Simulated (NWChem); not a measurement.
Ionisation of carbon tetrachloride (CCl$_{4}$)

```
C
Cl 1 1.7875
Cl 1 1.7875 2 109.47
Cl 1 1.7875 2 109.47 3 120.00
Cl 1 1.7875 2 109.47 4 120.00
```
Charge 0, spin multiplicity 1.

All runs are NWChem calculations. The geometry was optimised at B3LYP/def2-SVP, a minimum by its harmonic frequencies.

Basis set: def2-TZVP. The species with one electron less has spin multiplicity 2 and keeps the geometry of the parent. Δ marks differences of total energies (open shells unrestricted; coupled cluster on restricted open-shell references). −ε marks an orbital energy of the parent. That orbital need not have the symmetry of the hole or added electron in the Δ rows.

The correlated methods keep 21 core orbitals frozen. B3LYP has NWChem's definition, with VWN1-RPA local correlation. The stability of the SCF solutions was not checked.

For the first vertical ionisation energy, −ε(HOMO) of HF gives 12.55 eV and −ε(HOMO) of B3LYP gives 8.81 eV. What do −ε(HOMO) of BLYP, −ε(HOMO) of PBE, ΔB3LYP give?

−ε(HOMO) of BLYP: 7.47 eV; −ε(HOMO) of PBE: 7.64 eV; ΔB3LYP: 11.04 eV.
